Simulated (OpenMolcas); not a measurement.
OpenMolcas timings: [BCl2]+ (SMILES Cl[B+]Cl)

[BCl2]+ has 3 atoms, charge +1, and is taken as a singlet. SMILES: `Cl[B+]Cl`. The B2–Cl3 distance was set to 3.929 Å, away from the relaxed value. At this shape a bond of the SMILES string is far longer than usual.

| atom | x (Å) | y (Å) | z (Å) |
| --- | --- | --- | --- |
| Cl | -3.0937 | 1.9203 | -1.4766 |
| B | -1.8546 | 1.1552 | -0.8847 |
| Cl | 1.2376 | -0.7678 | 0.5907 |

Program: OpenMolcas 26.06. Hardware: 1 thread of Arm Neoverse V1, shared host, so times are rough. Two-electron integrals are exact unless an approximation is named.

Q: Estimate their order by wall time, quickest first.
A. energy at B2PLYP/STO-3G, 11 core orbitals frozen, grid UltraFine
B. energy at HF/STO-3G
C. energy at r2SCAN/STO-3G, grid UltraFine

A: B (1.8 s), A (4.8 s), C (18 s).
